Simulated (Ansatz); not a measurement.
Cubic BN, treated with r²SCAN0 (PAW; Ansatz, an electronic-structure program).

Total energies, extrapolated to zero smearing (they compare only within this program, potentials and cutoff; free atoms with spin allowed, lowest state found):

```tsv
system	energy (eV/atom)
cubic BN, relaxed	-271.9114
free B atom	-150.4080
free N atom	-380.0157
```

**Question.** Work out the cohesive energy per atom.

**Answer.** E_coh = [1 × (-150.4080) + 1 × (-380.0157)]/2 − (-271.9114) = 6.70 eV/atom. The reference value is 6.76 eV/atom (measured, static lattice: zero-point vibration energy added; as tabulated in Mejia-Rodriguez and Trickey (2018), arXiv:1807.09216), a difference of -0.06 eV/atom.

The PAW data were made under PBE.
